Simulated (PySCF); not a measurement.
## Working with the constants of SiO

RHF-CCSD(T) constants of SiO, ¹Σ⁺ (singlet), closed shell (PySCF, no relativity, basis sets Si aug-cc-pV(D+d)Z, O aug-cc-pVDZ; masses 27.9769 and 15.9949 u):

| Property | Result |
| --- | --- |
| ωe | 1155.4 cm⁻¹ |
| ωexe | 5.38 cm⁻¹ |
| Be | 0.69485 cm⁻¹ |
| αe | 0.00486 cm⁻¹ |
| De to Si + O | 7.48 eV |

(1) What force constant and bond length do these constants imply?

(2) Estimate the centrifugal constant D from the Kratzer relation and find the Dunham coefficient a1.

Correlated steps freeze 6 core orbitals. Correlated levels converge slowly with the basis: in double zeta they bind strong bonds too weakly, by up to about 1 eV, and carry superposition errors of some tenths. Where the molecule has an RHF reference, its open-shell atoms are computed with UHF. The CCSD T1 diagnostic is raised, a sign that a single reference may not be enough here.

Results:

(1) Reduced mass μred = 10.177 u; k = 5.8918×10⁻⁷·μred·ωe² (u, cm⁻¹, mdyn/Å) = 8.00 mdyn/Å; Re = √(16.8576/(μred·Be)) (u, cm⁻¹, Å) = 1.544 Å.

(2) D = 4Be³/ωe² = 1.01e-06 cm⁻¹; a1 = −1 − αeωe/(6Be²) = -2.94.
